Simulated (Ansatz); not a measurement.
Which isomer of CH4F2N2 gives these data?

These gas-phase data were calculated for one isomer of CH4F2N2 at PBE0-D3(BJ)/def2-SVP (harmonic, unscaled wavenumbers; equilibrium rotational constants with average atomic masses):

```
rotational constants            : 9.446, 3.9, 2.981 GHz
all wavenumbers above 1500 cm⁻¹ : 3632, 3511, 3499, 3145, 1674, 1529
dipole moment                   : 2.62 D (PBE0/def2-TZVPD)
```

Candidates:

(1) `NC(N)(F)F`, a singlet
(2) `NNC(F)F`, a singlet

Question: Assign the data to one candidate and say why.

Answer: Candidate (2). The band at 3145 cm⁻¹ lies where the C–H stretch is expected; (1) has no mode between 2750 and 3290 cm⁻¹.

The same quantities for all candidates:

|  | rotational constants (GHz) | wavenumbers above 1500 cm⁻¹ | dipole (D) | E above the lowest, PBE0-D3(BJ)/def2-SVP (kcal/mol) |
| --- | --- | --- | --- | --- |
| (1) | 5.451, 5.403, 5.155 | 3690, 3688, 3588, 3586, 1622, 1612 | 1.35 | 0.0 |
| (2) | 9.446, 3.9, 2.981 | 3632, 3511, 3499, 3145, 1674, 1529 | 2.62 | 36.0 |

Harmonic stretches to hydrogen usually lie a few per cent above observed fundamentals. Each candidate is one conformer. Programs: Ansatz 0.2.0.
